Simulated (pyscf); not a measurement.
Single points on ωB97X-D3(BJ)/def2-SVP structures (PySCF, gas phase).

**Question.** PBE/def2-TZVP puts the barrier of F–W(F)(F)(F)=S + H₂S → F–W(F)(F)(F)(SH)–SH (addition across a multiple bond or ene-type step; singlet surface; H–S broken, H–S, S–W formed) at 25.8 kcal/mol and the reaction energy at +8.1 kcal/mol, from the separated reactants. What do r²SCAN/def2-TZVP, PBE0-D3(BJ)/def2-TZVP, ωB97M-D3(BJ)/def2-TZVP give on the same structures?

**Answer.** r²SCAN: ΔE‡ = 26.8 kcal/mol, ΔE = +7.0 kcal/mol; PBE0-D3(BJ): ΔE‡ = 27.9 kcal/mol, ΔE = +6.9 kcal/mol; ωB97M-D3(BJ): ΔE‡ = 35.8 kcal/mol, ΔE = +11.6 kcal/mol. PBE's barrier lies under all of them, by 1.0 to 10.0 kcal/mol. Its reaction energy lies among theirs. On the reactant side the descent ends in an adduct with a S–W contact, 1.0 kcal/mol under the separated species and 29.0 kcal/mol under the saddle at ωB97X-D3(BJ)/def2-TZVP. What is counted as formed (S–W) is already present as a longer contact in the reactant adduct; forming that adduct is a step of its own. At ωB97X-D3(BJ)/def2-TZVP the barrier from the zero used here is 28.0 kcal/mol. This is the saddle that the search found; another between the same sides may lie lower. Elements past Kr carry the def2 core potentials, without spin-orbit coupling.
